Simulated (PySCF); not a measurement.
Species: (Z)-acetaldoxime, C2H5NO.
Z-matrix (Å and degrees, PBE0-D3(BJ)/def2-SVP geometry), rows numbered from 1:
```
C 
C   1  1.4899
N   2  1.2740  1  127.66
O   3  1.3711  2  113.44  1     0.30
H   1  1.0961  2  111.23  3     0.13
H   1  1.1020  2  110.28  3  -121.05
H   1  1.1021  2  110.28  3   121.31
H   2  1.0966  1  119.02  3   180.00
H   4  0.9623  3  102.73  2   179.99
```

A calculation gives these core lines: C 1s: 291.09 (area 1), 291.53 (area 1) eV; N 1s: 406.16 eV; O 1s: 539.35 eV.

Level of theory: delta-SCF UKS SCAN, pcX-2 on the ionised atom, pcseg-1 elsewhere, spin-free X2C (PySCF). Geometry: PBE0-D3(BJ)/def2-SVP, one conformer, isolated molecule.

Question: Assign the C 1s lines to atoms.

Answer: 291.09 eV: C1 (methyl carbon); 291.53 eV: C2 (C=N carbon). The listed C 1s values span 0.44 eV, from C1 (bonded to C and 3 H) to C2 (bonded to N (double bond), C and H). Summing the Pauling electronegativity differences to the bonded atoms, each weighted by its formal bond order, gives -1.05 for the lowest site and +0.63 for the highest.

Bonded neighbours of each site: C1: C and 3 H; C2: N (double bond), C and H; N3: O and C (double bond); O4: N and H.

Question: Express the binding energy of N 1s of N3 in atomic units and per mole.

Answer: 406.16 eV = 14.9261 Eh = 39188 kJ/mol.

The run took 18 s of wall time on x86-64 server, one thread, on a shared host.
